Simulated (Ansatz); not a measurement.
Z-matrix (Å, degrees):
```
N
H 1 1.0313
H 1 1.0313 2 102.90
```
Charge 0, spin multiplicity 2.

Level of theory: Ansatz (a program for electronic structure) with frozen-core CCSD(T)/def2-TZVPP // TPSSh-D3(BJ)/def2-TZVP.

```
Item                          Result
----------------------  ------------
HF energy               -55.58839 Ha
MP2 correlation energy   -0.18424 Ha
```

**Question.** Estimate the CCSD correlation energy, the (T) correction, the total energy and the T1 diagnostic.

**Answer.** 
| Property | Value |
|---|---|
| CCSD correlation energy | -0.20186 Ha |
| (T) correction | -0.00566 Ha |
| CCSD(T) total energy | -55.79591 Ha |
| T1 diagnostic | 0.009 |
